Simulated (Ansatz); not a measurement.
System: zinc-blende AlN (metastable phase). Method: r²SCAN in Ansatz (PAW).

The same calculation (at the measured cell, 10.503 Å³/atom) with different numerical settings:

```json
[
 {"run": "1", "k mesh": "4×4×4", "electronic dielectric constant ε∞": "4.094", "static dielectric constant": "7.893", "TO(Γ) frequency (cm⁻¹)": "657.0", "rough time": "10 core-s"},
 {"run": "2", "k mesh": "6×6×6", "electronic dielectric constant ε∞": "4.234", "static dielectric constant": "8.049", "TO(Γ) frequency (cm⁻¹)": "656.8", "rough time": "20 core-s"},
 {"run": "3", "k mesh": "8×8×8", "electronic dielectric constant ε∞": "4.260", "static dielectric constant": "8.078", "TO(Γ) frequency (cm⁻¹)": "656.7", "rough time": "30 core-s"},
 {"run": "4", "k mesh": "12×12×12", "electronic dielectric constant ε∞": "4.267", "static dielectric constant": "8.084", "TO(Γ) frequency (cm⁻¹)": "656.7", "rough time": "50 core-s"},
 {"run": "5", "k mesh": "16×16×16", "electronic dielectric constant ε∞": "4.267", "static dielectric constant": "8.084", "TO(Γ) frequency (cm⁻¹)": "656.7", "rough time": "2 core-min"},
 {"run": "6", "k mesh": "20×20×20", "electronic dielectric constant ε∞": "4.267", "static dielectric constant": "8.084", "TO(Γ) frequency (cm⁻¹)": "656.7", "rough time": "4 core-min"}
]
```

In the column static dielectric constant the first row differs from the last by -0.191 and the next to last by 0.000.

The last row is no converged limit: other settings stay fixed.

Ansatz is a first-principles code.
